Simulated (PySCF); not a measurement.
# CISD/STO-6G run of PH3S (SMILES [PH3]=S)

Aim: the energy change on altering one bond length of PH3S at CISD/STO-6G, from 2 runs. The job is set up through a Python script.

The calculation is run with PySCF 2.14.0.

11 further runs of the same task are left out: 1 that didn't finish, 10 set aside as unsound or not needed.

## (1) The structure to begin with

PH3S has 5 atoms, charge 0, and is taken as a singlet. As SMILES, `[PH3]=S`. Geometry: relaxed at GFN2-xTB.

Bond lengths: P1–S2 1.914 Å, P1–H3 1.394 Å, P1–H4 1.394 Å, P1–H5 1.394 Å. Angles: S2–P1–H3 118.2°, S2–P1–H4 118.2°, S2–P1–H5 118.2°, H3–P1–H4 99.6°, H3–P1–H5 99.4°, H4–P1–H5 99.4°.

## (2) The energy at CISD/STO-6G

File mol.xyz:

```xyz
5
H3PS
P      0.007920    -0.006600     0.007660
S      1.261690    -0.941140     1.111260
H     -1.166840     0.461930     0.594540
H     -0.532470    -0.676580    -1.089190
H      0.429710     1.162380    -0.624270
```

File job.py:

```python
# [PH3]=S
from pyscf import gto, ci

mol = gto.Mole()
mol.atom = 'mol.xyz'
mol.max_memory = 1860
mol.basis = 'sto-6g'
mol.spin = 0
mol.charge = 0
mol.verbose = 3
mol.build()

mf = mol.RHF()
mf.conv_tol = 1e-10
mf.kernel()
if not mf.converged:
    mf = mf.newton().run(mf.mo_coeff, mf.mo_occ)

cisd = ci.CISD(mf, frozen=10)
cisd.kernel()
e_final = cisd.e_tot
print('E(%s) = %.9f' % ('CISD', e_final))
```

On the command line:

```bash
$ OMP_NUM_THREADS=1 python job.py
```

Standard output:

```text
converged SCF energy = -737.357733220814
E(RCISD) = -737.4396013184045  E_corr = -0.08186809759084523
E(CISD) = -737.439601318
```

Run time: 0.8 s. Hardware: 1 thread of Arm Neoverse V2, shared host; peak memory 0.12 GiB.

## (3) The distorted shape, same level

File calc.py:

```python
from pyscf import gto, ci

system = gto.Mole()
system.atom = '''
P     -0.941509    -2.663318     1.447475
S      1.427773    -4.429342     3.532977
H     -3.161483    -1.777924     2.556518
H     -1.962698    -3.929396    -0.625271
H      0.812034     2.196580    -1.179699
'''
system.unit = 'bohr'
system.verbose = 4
system.max_memory = 1860
system.basis = 'sto-6g'
system.build()

calc0 = system.RHF()
calc0.conv_tol = 1e-10
calc0.kernel()
if not calc0.converged:
    calc0 = calc0.newton().run(calc0.mo_coeff, calc0.mo_occ)

cisd = ci.CISD(calc0, frozen=10)
cisd.kernel()
energy = cisd.e_tot
print('Final energy', energy)
```

On the command line:

```bash
$ OMP_NUM_THREADS=1 python calc.py
```

Standard output:

```text
PySCF version 2.14.0

[... 61 lines left out ...]
converged SCF energy = -737.094181636698
[... 1 line left out ...]
******** <class 'pyscf.ci.cisd.RCISD'> ********
CISD nocc = 7, nmo = 11
frozen orbitals 10
max_cycle = 50
direct = 0
conv_tol = 1e-09
max_cycle = 50
max_space = 12
lindep = 0
nroots = 1
Init t2, MP2 energy = -0.192939596610221
RCISD converged
E(RCISD) = -737.3174553000855  E_corr = -0.2232736633872363
Final energy -737.3174553000855
```

Wall time 0.8 s (1 thread of Arm Neoverse V2, shared host); peak memory 0.12 GiB.

## (4) Summary of results

Level: CISD/STO-6G, 10 core orbitals frozen.

| quantity | value |
| --- | --- |
| first shape: total energy | -737.43960 Eh |
| first shape: dipole moment (Hartree–Fock density) | 4.41 D |
| first shape: HOMO energy (Hartree–Fock orbitals) | -4.65 eV |
| first shape: LUMO energy (Hartree–Fock orbitals) | 11.78 eV |
| first shape: HOMO–LUMO gap (Hartree–Fock orbitals) | 16.43 eV |
| first shape: correlation energy (10 core orbitals frozen) | -81.9 mEh |
| distorted shape: total energy | -737.31746 Eh |
| distorted shape: dipole moment (Hartree–Fock density) | 2.67 D |
| distorted shape: HOMO energy (Hartree–Fock orbitals) | -3.48 eV |
| distorted shape: LUMO energy (Hartree–Fock orbitals) | 1.61 eV |
| distorted shape: HOMO–LUMO gap (Hartree–Fock orbitals) | 5.09 eV |
| distorted shape: correlation energy (10 core orbitals frozen) | -223.3 mEh |
| energy change with the P1–H5 bond stretched from 1.394 to 3.067 Å | 3.324 eV |

One bond (distorted shape) is far stretched, which a spin-restricted single reference describes badly; a broken-symmetry solution may lie lower. With the P1–H5 bond stretched from 1.394 to 3.067 Å the energy rises by 3.32 eV (77 kcal/mol). The first shape isn't relaxed at this level, so the change isn't measured from a minimum. A restricted reference can't describe the breaking bond well at this length. The minimal basis adds a large error of its own. Mulliken charges (first shape) of the mean-field density run from -0.38 on S2 to +0.59 on P1; they depend strongly on the basis. Mulliken charges (distorted shape) of the mean-field density run from -0.16 on H5 to +0.43 on P1; they depend strongly on the basis.
